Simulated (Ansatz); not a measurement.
# SiH₄ (triplet): wave-function methods side by side, cc-pVDZ

Aim: climb from Hartree-Fock through coupled cluster and multireference methods for SiH₄ (triplet) at one geometry and basis, and see what each rung misses.

Computed with Ansatz 0.2.0, Gaussian basis. Level: cc-pVDZ, core rule «outside noble gas», up to 5 orbitals frozen.

To be run: UHF; CCSD(T) on ROHF; CCSD(T) on UHF; BCCD(T) on ROHF; CISD; CCSDT(Q) on ROHF; CCSDT(Q) on UHF; CISDTQ; CCSDTQ on ROHF; CCSDTQ on UHF; CASSCF and MRCISD+Q, 8 electrons in 8 orbitals; CASSCF and NEVPT2, 8 electrons in 8 orbitals; Full CI.

6 further runs of the same task are left out: 6 set aside as unsound or not needed.

### 1 The geometry

The geometry is a PBE0/def2-TZVP stationary point (not a proven minimum) of the parent state, kept for this charge and spin.

5 atoms, charge 0, spin multiplicity 3.

Atoms are counted from 1 here; the program's logs count them from 0.

Bond lengths: Si1–H2 1.485 Å, Si1–H3 1.485 Å, Si1–H4 1.485 Å, Si1–H5 1.485 Å. Angles: H2–Si1–H3 109.5°, H2–Si1–H4 109.5°, H2–Si1–H5 109.5°, H3–Si1–H4 109.5°, H3–Si1–H5 109.5°, H4–Si1–H5 109.5°.

### 2 UHF

Contents of in.yaml:

```yaml
crystal:
  periodic: [false, false, false]
  atoms:
    - {symbol: Si, position_ang: [0.000000, 0.000000, 0.000000]}
    - {symbol: H, position_ang: [0.855850, 0.858745, 0.856831]}
    - {symbol: H, position_ang: [-0.859551, -0.854424, 0.857445]}
    - {symbol: H, position_ang: [-0.854730, 0.855535, -0.861149]}
    - {symbol: H, position_ang: [0.858431, -0.859856, -0.853127]}
basis:
  gaussian: {orbitals: cc-pVDZ}
magnetization: {spin_polarized: true, initial_magnetization: 2}
hamiltonian: {xc: hf}
output: {orbitals: {seedname: orbitals}}
```

On the command line:

```
$ ansatz run in.yaml --threads 1 --pin off --events-out ev --progress --plain --max-ram 2764MiB --backend cpu
```

Further steps of the session: CCSD(T) on ROHF; CCSD(T) on UHF; BCCD(T) on ROHF; CISD; CCSDT(Q) on ROHF; CCSDT(Q) on UHF; CISDTQ; CCSDTQ on ROHF; CCSDTQ on UHF; CASSCF and MRCISD+Q, 8 electrons in 8 orbitals; CASSCF and NEVPT2, 8 electrons in 8 orbitals; Full CI.

Before running them: what should the planned runs give, taken together? Wanted: FCI below the RHF energy; RMP2 from FCI; UMP2 from FCI; RCCSD from FCI; RCCSD(T) from FCI; UCCSD(T) from FCI; RCCSDT(Q) from FCI; UCCSDT(Q) from FCI; T1 diagnostic.

**Answer**, as computed:

| quantity | value |
| --- | --- |
| FCI below the RHF energy | -3.9645 eV |
| RMP2 from FCI | +952.4 meV |
| UMP2 from FCI | +957.9 meV |
| RCCSD from FCI | +145.0 meV |
| RCCSD(T) from FCI | +38.4 meV |
| UCCSD(T) from FCI | +38.6 meV |
| RCCSDT(Q) from FCI | +2.4 meV |
| UCCSDT(Q) from FCI | +1.7 meV |
| levels within 1 kcal/mol (43 meV) | RCCSD(T), UCCSD(T), BCCD(T), RCCSDT, UCCSDT, CISDTQ, RCCSDT(Q), UCCSDT(Q), RCCSDTQ, UCCSDTQ |
| T1 diagnostic | 0.024 |
| effectively unpaired electrons | 2.36 |

What this shows: RCCSD(T) lands +38.4 meV from the yardstick (1.0 % of the correlation energy). The occupations show some static correlation. These misses are within one basis, not against nature; the frozen cores of restricted and unrestricted runs differ, which can shift their rows.
